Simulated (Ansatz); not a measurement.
`[OH][AlH][SH]` from Hartree–Fock to CCSD(T)

```xyz
6

O     1.0455   -0.1367    1.0835
Al   -0.5328   -0.0369    0.4887
S    -0.9657    0.1913   -1.6417
H     1.8465   -0.1027    0.5651
H    -1.7216   -0.1137    1.5098
H     0.3282    0.1987   -2.0054
```

Charge 0, multiplicity 1. The geometry is a stationary point of PBE0-D4/def2-TZVP. It is one conformer, not always the lowest. Frozen core, restricted reference, Ansatz. CBS rows extrapolate triple and quadruple zeta; past MP2 they add the triple-zeta difference.

| basis | HF (Eh) | MP2 corr. | CCSD corr. | (T) | CCSD(T) total |
| --- | --- | --- | --- | --- | --- |
| def2-SVP | -715.89390 | -0.38270 | -0.41339 | -0.00919 | -716.31648 |
| def2-TZVPP | -716.21875 | -0.49939 | -0.52868 | -0.02000 | -716.76743 |
| def2-QZVPP | -716.24110 | -0.54178 | – | – | – |
| CBS(def2) | -716.24417 | -0.57319 | -0.60248 | as TZ | -716.86665 |
